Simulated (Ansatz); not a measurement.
# A cut through the energy surface

SiH$_{3}$OF (SMILES O[SiH2]F), singlet, at its PBE0-D4/def2-TZVP minimum:

```json
{"atom": "O1", "x (Å)": "-0.8535", "y (Å)": "-0.2092", "z (Å)": "-0.9241"}
{"atom": "Si2", "x (Å)": "0.3783", "y (Å)": "-0.0093", "z (Å)": "0.1239"}
{"atom": "F3", "x (Å)": "0.1808", "y (Å)": "-0.9228", "z (Å)": "1.4178"}
{"atom": "H4", "x (Å)": "-1.7142", "y (Å)": "0.1502", "z (Å)": "-0.7056"}
{"atom": "H5", "x (Å)": "1.5956", "y (Å)": "-0.4585", "z (Å)": "-0.5758"}
{"atom": "H6", "x (Å)": "0.4551", "y (Å)": "1.3856", "z (Å)": "0.6176"}
```

The angle H5–Si2–O1 (106.4° at the minimum) is set to the values below, H5, with anything bonded beyond it, turning rigidly in the plane of the angle. Each method's energies count from its own value at the PBE0-D4 minimum structure. Computed with Ansatz 0.2.0 (basis: def2-TZVPP); correlated methods freeze the cores. B3LYP uses VWN-RPA correlation.

CCSD(T) energies along the scan:
```csv
angle (°),CCSD(T) (kJ/mol)
76.4,83.5
83.9,45.1
91.4,19.4
98.9,4.7
106.4,0.0
113.9,4.4
121.4,17.4
128.9,38.6
136.4,68.2
```
They count from the CCSD(T) energy at the PBE0-D4 minimum.

Largest difference from the CCSD(T) curve over the scan: PBE-D4 8.6; B3LYP-D4 1.7; wB97M-V 2.2; HF 14.6 kJ/mol. Each curve counts from its own value at the minimum.

T1 diagnostic: at most 0.013.

For scale, one of the runs: CCSD(T)/def2-TZVPP, 146 basis functions (an equivalent command: `ansatz run in.yaml --threads 2`). Hardware: 2 CPU threads, shared host. Wall time 20 s; peak host memory 0.92 GiB.
